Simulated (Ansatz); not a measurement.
# What a trial cell of Ag relaxes into

Computed with DFT r2SCAN, scalar-relativistic, plane waves, PAW (Ansatz). Cutoff 500 eV, Γ-centred k mesh, Gaussian smearing, no spin polarisation in the final step.

A relaxed cell is given with its space group left out.

```
Ag
1.0
     2.81181    0.00000    0.00000
    -1.40591    2.43510    0.00000
     0.00000    0.00000    2.74062
Ag
1
Direct
  0.00000 0.00000 0.00000
```

Energies count from the standard state of Ag at the same level.

**Question.** What space group does it have?

**Answer.** P6/mmm (No. 191). Conventional cell: a = 2.812 Å, c = 2.741 Å. Ag is coordinated by 8 Ag at 2.74–2.81 Å.

**Question.** How far above the standard state of Ag does it lie?

**Answer.** 0.19 eV/atom.

**Question.** Is it a metal?

**Answer.** Yes, bands cross the Fermi level on the 24×24×20 mesh.

The final run used a 24×24×20 mesh on its 1-atom cell and 0.10 eV smearing. The k mesh leaves about 4 meV/atom of noise in metals. The cell came from a trial start, so Ag may not exist in this structure.